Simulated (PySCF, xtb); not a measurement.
SiH2, SMILES [SiH2] (connectivity only; charge and spin as stated), neutral, multiplicity 1.

Harmonic wavenumbers (cm⁻¹) from GFN2-xTB run with xtb at its own minimum, in rising order: 947, 2044, 2077.

Q: What does PBE-D3(BJ)/def2-TZVPD in PySCF give at its own minimum? (Estimate from the structure and the level; the computed values follow.)

A: 973, 1971, 1978. Paired by order, the mean absolute difference is 67 cm⁻¹ and the zero-point energies are 7.2 and 7.0 kcal/mol.
